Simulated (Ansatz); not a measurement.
# C₂H₄S (SMILES CC=S): one structure at several levels

One table from this session's results is given with a row withheld; the runs are named, their logs left out.

Computed with Ansatz 0.2.0, Gaussian basis. Level: single points in def2-TZVPP.

Cores are frozen in the correlated methods. B3LYP uses VWN-RPA correlation.

### The system as given

SMILES `CC=S`, 7 atoms, charge 0, spin multiplicity 1.

Atoms are counted from 1 here; the program's logs count them from 0.

Bond lengths: C1–C2 1.524 Å, C1–H4 1.049 Å, C1–H5 1.102 Å, C1–H6 1.102 Å, C2–S3 1.644 Å, C2–H7 1.031 Å. Angles: C2–C1–H4 109.7°, C2–C1–H5 109.3°, C2–C1–H6 110.5°, H4–C1–H5 110.0°, H4–C1–H6 104.9°, H5–C1–H6 112.3°, C1–C2–S3 122.9°, C1–C2–H7 115.7°, S3–C2–H7 121.0°.

As a file:

```mol
C2H4S
  3D, bonds by distance, orders not assigned

  7  6  0  0  0  0  0  0  0  0999 V2000
   -0.5868    0.3631   -0.1211 C   0  0
    0.7373   -0.3787    0.0152 C   0  0
    1.1684   -1.1909    1.3777 S   0  0
   -1.3829   -0.3144   -0.0352 H   0  0
   -0.6234    0.8663   -1.1010 H   0  0
   -0.7229    1.0666    0.7164 H   0  0
    1.4060   -0.2458   -0.7583 H   0  0
  1  2  8  0
  1  4  8  0
  1  5  8  0
  1  6  8  0
  2  3  8  0
  2  7  8  0
M  END
```

Set-up of the first run:

The input, run/in.yaml:

```yaml
crystal:
  periodic: [false, false, false]
  atoms:
    - {symbol: C, position_ang: [-0.586800, 0.363100, -0.121100]}
    - {symbol: C, position_ang: [0.737300, -0.378700, 0.015200]}
    - {symbol: S, position_ang: [1.168400, -1.190900, 1.377700]}
    - {symbol: H, position_ang: [-1.382900, -0.314400, -0.035200]}
    - {symbol: H, position_ang: [-0.623400, 0.866300, -1.101000]}
    - {symbol: H, position_ang: [-0.722900, 1.066600, 0.716400]}
    - {symbol: H, position_ang: [1.406000, -0.245800, -0.758300]}
basis:
  gaussian: {orbitals: def2-TZVPP}
correlation: {method: ccsd_t}
output: {forces: true}
```

Command:

```console
> ansatz run in.yaml --threads 4 --pin off --events-out ev --progress --plain --max-ram 5222MiB
```

Steps of the session up to this table: CCSD(T)/def2-TZVPP; PBE0-D4/def2-TZVPP; wB97M-V/def2-TZVPP; r2SCAN-D4/def2-TZVPP; PBE-D4/def2-TZVPP; B97M-V/def2-TZVPP; B3LYP-D4/def2-TZVPP.

One table of the session follows, with a row left open; its other results are not shown here.

```
   method  RMS force component (eV/Å)  angle to CCSD(T) forces (°)  dipole (D)
  CCSD(T)                       1.017                    reference        2.15
  PBE0-D4                       1.177                          8.2        2.42
  wB97M-V                       1.140                          9.9        2.35
r2SCAN-D4                       1.129                          5.6        2.48
   PBE-D4                           ?                            ?           ?
   B97M-V                       1.118                          9.8        2.43
 B3LYP-D4                       1.085                          5.3        2.37
```

Estimate the missing values for PBE-D4.

The run gave: RMS force component (eV/Å): 1.152; angle to CCSD(T) forces (°): 7.2; dipole (D): 2.31. In the column «RMS force component (eV/Å)» it lies between wB97M-V (1.140) and PBE0-D4 (1.177).
